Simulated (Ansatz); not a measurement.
Basis-set extrapolation for C4H10O, SMILES `COC(C)C` (PBE0-D4/def2-TZVP geometry, frozen core, the Gaussian-basis code of Ansatz). Multiplicity 1, RHF reference.

```
                      def2-TZVPP   def2-QZVPP
                 HF  -232.236746  -232.247984
    MP2 correlation    -0.946031    -1.009408
CCSD(T) correlation    -1.033899      not run
```

Energies in hartree. Use E(X) = E(∞) + A·exp(−7.88·√X) for Hartree–Fock and E(X) = E(∞) + B·X^(−2.97) for correlation, with X = 3 and 4, and add CCSD(T) minus MP2 of the smaller set to the MP2 limit.

Q: What is the CCSD(T) energy at the basis-set limit?

A: HF limit: -232.247984 + (-0.011238) × 0.13774 = -232.24953. MP2 limit: -1.009408 + (-0.063377) × 0.74074 = -1.05635. Higher-order term: -1.033899 − (-0.946031) = -0.08787. Total: -233.39375 hartree, 77.2 kcal/mol below CCSD(T)/def2-TZVPP.
